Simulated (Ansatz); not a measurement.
For bcc W, PBE-D4 (Ansatz, an electronic-structure program, PAW) gives:

- equilibrium lattice constant a = 3.161 Å
- bulk modulus B0 = 319 GPa

### Question
What does r²SCAN+SOC in Ansatz (PAW) give for the same quantities?

### Answer

- lattice constant a: 3.170 Å (goes up by 0.3 %)
- bulk modulus: 319 GPa (stays essentially unchanged)

For comparison: lattice constant a 3.16 Å (measured, static lattice: zero-point anharmonic expansion removed; as tabulated in Mejia-Rodriguez and Trickey (2018), arXiv:1807.09216); bulk modulus 312 GPa (measured, zero-point energy and finite temperature contributions removed, sources range from 300 to 328; as tabulated in doi:10.1021/acs.jctc.3c00612).

Changes are worked out from the printed values.

Unless a cell is named, each level is at its own relaxed cell (PBE-D4 15.79, r²SCAN+SOC 15.92 Å³/atom).

Levels without +SOC leave out spin–orbit coupling, which shifts energies and cells of such heavy elements.

Ansatz's density-functional and Hartree–Fock values are scalar-relativistic unless marked +SOC, with PAW data made under PBE.
